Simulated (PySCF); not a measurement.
Basis-set dependence of population analyses: `CP(C)(=O)O`

Species: C2H7O2P.
Bonds: C1–P2, P2–C3, P2–O4 (double), P2–O5. Hydrogens: H6, H7, H8 on C1; H9, H10, H11 on C3; H12 on O5.

PBE0 throughout (PySCF), one geometry, spherical d and f functions. Isolated species at its PBE0-D3(BJ)/def2-SVP geometry (one conformer only). Atoms taken as equivalent share a column and are averaged.

Mulliken charges (e):

```json
{"basis": "pcSseg-0", "functions": "63", "C1/C3": "-1.079", "P2": "+1.656", "O4": "-0.789", "O5": "-0.798", "H6 (×6)": "+0.283", "H12": "+0.393"}
{"basis": "cc-pVDZ", "functions": "109", "C1/C3": "-0.248", "P2": "+0.677", "O4": "-0.485", "O5": "-0.365", "H6 (×6)": "+0.081", "H12": "+0.181"}
{"basis": "aug-cc-pVDZ", "functions": "182", "C1/C3": "+0.332", "P2": "+1.667", "O4": "-0.898", "O5": "-0.591", "H6 (×6)": "-0.157", "H12": "+0.101"}
{"basis": "cc-pVTZ", "functions": "252", "C1/C3": "-0.350", "P2": "+0.683", "O4": "-0.504", "O5": "-0.388", "H6 (×6)": "+0.114", "H12": "+0.226"}
{"basis": "IGLO-III", "functions": "254", "C1/C3": "-0.530", "P2": "+1.160", "O4": "-0.651", "O5": "-0.649", "H6 (×6)": "+0.147", "H12": "+0.320"}
```

IAO charges (e):

```
      basis  functions   C1/C3      P2      O4      O5  H6 (×6)     H12
   pcSseg-0         63  -0.698  +1.518  -0.837  -0.720   +0.180  +0.356
    cc-pVDZ        109  -0.697  +1.681  -0.896  -0.767   +0.167  +0.373
aug-cc-pVDZ        182  -0.705  +1.699  -0.923  -0.787   +0.173  +0.386
    cc-pVTZ        252  -0.720  +1.738  -0.931  -0.792   +0.173  +0.385
   IGLO-III        254  -0.721  +1.752  -0.941  -0.798   +0.174  +0.388
```

Hirshfeld charges (e):

```json
{"basis": "pcSseg-0", "functions": "63", "C1/C3": "-0.153", "P2": "+0.544", "O4": "-0.440", "O5": "-0.288", "H6 (×6)": "+0.051", "H12": "+0.180"}
{"basis": "cc-pVDZ", "functions": "109", "C1/C3": "-0.158", "P2": "+0.466", "O4": "-0.410", "O5": "-0.251", "H6 (×6)": "+0.055", "H12": "+0.179"}
{"basis": "aug-cc-pVDZ", "functions": "182", "C1/C3": "-0.170", "P2": "+0.473", "O4": "-0.418", "O5": "-0.254", "H6 (×6)": "+0.060", "H12": "+0.177"}
{"basis": "cc-pVTZ", "functions": "252", "C1/C3": "-0.165", "P2": "+0.462", "O4": "-0.416", "O5": "-0.251", "H6 (×6)": "+0.059", "H12": "+0.181"}
{"basis": "IGLO-III", "functions": "254", "C1/C3": "-0.166", "P2": "+0.462", "O4": "-0.414", "O5": "-0.249", "H6 (×6)": "+0.059", "H12": "+0.179"}
```

Some averages cover members that differ in this geometry, most widely: H6 (×6), Mulliken in aug-cc-pVDZ -0.195 to -0.133 e.

Q: Which scheme is steadiest as the basis changes?

A: Largest range over the bases for any column: Hirshfeld 0.08 e, IAO 0.23 e, Mulliken 1.41 e. Hirshfeld charges move least and Mulliken charges most, counted in e.

Q: How much do the charges still move between the two largest bases, cc-pVTZ and IGLO-III?

A: At most, over all atoms: Mulliken 0.477 e, IAO 0.014 e, Hirshfeld 0.002 e.

Q: What do the same runs give for the total energy, the frontier levels and the dipole moment?

A: 
```json
{"basis": "pcSseg-0", "energy (Eh)": "-570.8792", "HOMO (eV)": "-7.61", "LUMO (eV)": "1.50", "μ (D)": "2.59"}
{"basis": "cc-pVDZ", "energy (Eh)": "-571.8978", "HOMO (eV)": "-7.42", "LUMO (eV)": "1.45", "μ (D)": "2.64"}
{"basis": "aug-cc-pVDZ", "energy (Eh)": "-571.9303", "HOMO (eV)": "-7.79", "LUMO (eV)": "-0.31", "μ (D)": "3.02"}
{"basis": "cc-pVTZ", "energy (Eh)": "-572.0209", "HOMO (eV)": "-7.74", "LUMO (eV)": "0.81", "μ (D)": "2.86"}
{"basis": "IGLO-III", "energy (Eh)": "-572.0374", "HOMO (eV)": "-7.87", "LUMO (eV)": "0.38", "μ (D)": "2.94"}
```

The dipole is fixed by the density alone, so its range of 0.43 D shows that the density itself changes with the basis, not only its division among atoms.
